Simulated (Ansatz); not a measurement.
AsH, triplet: the ladder up to full CI

Geometry: a PBE0/def2-TZVP stationary point for this spin.

```xyz
2

As    0.0000    0.0000    0.0000
H     0.0000    0.0000    1.5314
```

Basis cc-pVTZ; Ansatz 0.2.0. Correlated methods freeze the noble-gas cores and the filled d shells of p-block atoms, which leaves 6 electrons in 43 orbitals. R marks a restricted (for open shells ROHF) determinant, U an unrestricted one. Active spaces: valence = (6e, 5o) chosen from the atoms' valence shells. No spin–orbit coupling is included, and no scalar relativity.

Full CI is exact within this basis and frozen core; it isn't the basis-set limit. The frozen core follows each run's orbitals, which can shift R against U totals by a few meV for light atoms and by up to 0.1 eV past Ca.

For open shells CISD is restricted-active-space CI with the open shells as a complete middle space.

```
UHF ⟨S²⟩                          : 2.020
T1 diagnostic (RCCSD)             : 0.0194
largest doubles amplitude (RCCSD) : 0.060
```

| level | E − E(RHF) (eV) |
| --- | --- |
| RMP2 | -2.7936 |
| RCCSD | -3.3255 |
| RCCSD(T) | -3.4296 |

(1) Estimate how far full CI in cc-pVTZ lies from RCCSD(T). The table doesn't fix it; the size of (T) and the diagnostics are the guide.

(1) Full CI in cc-pVTZ lies 22 meV below RCCSD(T), which is 21 % of the (T) step (-104 meV). The diagnostics are small and one determinant leads, so the series closes fast and only a small part of (T) is left.

The other levels:

```json
{"level": "CISD", "E − E(full CI) (meV)": "201", "share of correlation (%)": "94.18", "wall time": "1.2 s"}
{"level": "BCCD(T)", "E − E(full CI) (meV)": "22", "share of correlation (%)": "99.38", "wall time": "1.7 s"}
{"level": "RCCSDT", "E − E(full CI) (meV)": "3", "share of correlation (%)": "99.92", "wall time": "–"}
{"level": "RCCSDT(Q)", "E − E(full CI) (meV)": "0", "share of correlation (%)": "100.00", "wall time": "14 s"}
{"level": "RCCSDTQ", "E − E(full CI) (meV)": "0", "share of correlation (%)": "100.01", "wall time": "17 s (H100)"}
{"level": "CASSCF (valence space)", "E − E(full CI) (meV)": "2899", "share of correlation (%)": "16.01", "wall time": "–"}
{"level": "NEVPT2 (valence space)", "E − E(full CI) (meV)": "654", "share of correlation (%)": "81.05", "wall time": "1.6 s"}
{"level": "MRCISD (valence space)", "E − E(full CI) (meV)": "164", "share of correlation (%)": "95.25", "wall time": "–"}
{"level": "MRCISD+Q (valence space)", "E − E(full CI) (meV)": "8", "share of correlation (%)": "99.78", "wall time": "1.5 s"}
```

The correlation energy at full CI, counted from RHF, is -3.451 eV. That run took 12 s on 2 threads of AMD EPYC 7R13 with a shared H100 80 GB, shared host over 38,045,928 determinants.

Run but not shown, since their state or frozen core can't be matched to the reference's or they repeat it: UHF, UMP2, UCCSD, UCCSD(T), UCCSDT, UCCSDT(Q).

Times hold each run's SCF and search for its determinant on a shared host, so for small cases they say little of a method's own cost; rows without a card ran on 1 thread of AMD EPYC 7R13.

The full-CI state has the irrep A2 of C2v, in the program's axes (one component, if the state is degenerate).

Natural occupations of full CI about the gap: 1.954 1.931 0.988 0.988 0.043 0.013 0.013 0.013 0.013 0.010; effectively unpaired electrons, Σ n²(2−n)², 2.04.

Atomization energy (electronic, same basis, no zero-point term; atoms at the same level, unrestricted beside the R rows where the molecule is a closed shell, but restricted open-shell past Ca, as are all atoms' steps beyond CCSDT(Q)) at full CI: 268.1 kJ/mol. Errors of other levels:

| level | error (kJ/mol) |
| --- | --- |
| RHF | -97.4 |
| RMP2 | -16.8 |
| CISD | -11.8 |
| RCCSD | -2.9 |
| RCCSD(T) | -0.4 |
| BCCD(T) | -0.4 |
| RCCSDT | 0.0 |
| RCCSDT(Q) | 0.0 |
| CASSCF (valence space) | -44.1 |
| NEVPT2 (valence space) | -15.1 |
| MRCISD (valence space) | -3.2 |
| MRCISD+Q (valence space) | -0.3 |

This basis is far from its limit, so the value isn't to be set against a measured one. Truncated CI isn't size-consistent, which counts against it in atomization.
